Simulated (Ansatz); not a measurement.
**AlH₃ (singlet): wave-function methods side by side, cc-pVDZ**

One table from this session's results is given with a row withheld; the runs are named, their logs left out.

Program: Ansatz 0.2.0, Gaussian basis. Level of theory: cc-pVDZ, core rule «outside noble gas», up to 5 orbitals frozen. These are calculated values, not measurements.

Plan: UHF; CCSD(T) on RHF; BCCD(T) on RHF; CISD; CCSDT(Q) on RHF; CISDTQ; CCSDTQ on RHF; Full CI.

25 further runs of the same task are left out: 8 for a known fault of the program, 6 that didn't finish, 11 set aside as unsound or not needed.

### What is computed

The geometry is a PBE0/def2-TZVP stationary point (not a proven minimum).

4 atoms, charge 0, spin multiplicity 1.

Atoms are counted from 1 here; the program's logs count them from 0.

Bond lengths: Al1–H2 1.586 Å, Al1–H3 1.586 Å, Al1–H4 1.586 Å. Angles: H2–Al1–H3 120.0°, H2–Al1–H4 120.0°, H3–Al1–H4 120.0°.

The first run:

Input file in.yaml:

```yaml
crystal:
  periodic: [false, false, false]
  atoms:
    - {symbol: Al, position_ang: [0.000000, 0.000000, 0.000000]}
    - {symbol: H, position_ang: [1.585776, 0.015051, -0.000083]}
    - {symbol: H, position_ang: [-0.805923, 1.365794, -0.002790]}
    - {symbol: H, position_ang: [-0.779853, -1.380845, 0.002873]}
basis:
  gaussian: {orbitals: cc-pVDZ}
magnetization: {spin_polarized: true, initial_magnetization: 0}
hamiltonian: {xc: hf}
output: {orbitals: {seedname: orbitals}}
```

The run is started by

```sh
ansatz run in.yaml --threads 1 --pin off --events-out ev --progress --plain --max-ram 2393MiB
```

Among the steps run: UHF; CCSD(T) on RHF; BCCD(T) on RHF; CISD; CCSDT(Q) on RHF; CISDTQ; CCSDTQ on RHF; Full CI.

One table of the session follows, with a row left open; its other results are not shown here.

```
   method  from FCI (meV)
      RHF         +2792.4
     RMP2          +701.9
     CISD          +135.2
    RCCSD           +41.3
 RCCSD(T)           +11.3
  BCCD(T)               ?
   RCCSDT            +0.9
   CISDTQ            +2.2
RCCSDT(Q)            +0.2
  RCCSDTQ             0.0
      FCI               0
```

Estimate the missing values for BCCD(T).

As computed: from FCI (meV): +11.0. In the column «from FCI (meV)» it lies between CISDTQ (+2.2) and RCCSD(T) (+11.3).

With the free atoms at the same levels and basis (separate runs), the atomisation energy is 8.569 eV at FCI, 8.568 eV at RCCSD(T), 7.086 eV at RHF.
